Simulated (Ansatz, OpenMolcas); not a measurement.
C2H6Si (vinylsilane): the vertical ionisation energy from total energies

C2H6Si has 9 atoms, charge 0, and is taken as a singlet. SMILES: `C=C[SiH3]`. The shape is that of a PBE0-D4/def2-TZVP optimisation.

Both states at this one shape; open shells run unrestricted unless said. 1 Eh = 27.2114 eV.

```
            level     program  singlet C2H6Si (Eh)  doublet C2H6Si+ (Eh)  HOMO of the first (eV)
   TPSS/6-311+G**  OpenMolcas          -369.352477           -368.984153                   -6.91
  HSE06/6-311+G**      Ansatz          -369.066648           -368.693654                   -7.60
wB97M-V/6-311+G**      Ansatz          -369.229762           -368.851485                  -10.25
```

Problem. Work out the vertical ionisation energy at each level.

Solution. 
1. TPSS/6-311+G**: -368.984153 − (-369.352477) = 0.368324 Eh = 10.02 eV; −ε(HOMO) = 6.91 eV.
2. HSE06/6-311+G**: -368.693654 − (-369.066648) = 0.372994 Eh = 10.15 eV; −ε(HOMO) = 7.60 eV.
3. wB97M-V/6-311+G**: -368.851485 − (-369.229762) = 0.378277 Eh = 10.29 eV; −ε(HOMO) = 10.25 eV.

No measured value is set beside it here; the levels span 10.02 to 10.29 eV. In semi-local functionals −ε(HOMO) lies far under the ionisation energy, a result of self-interaction.
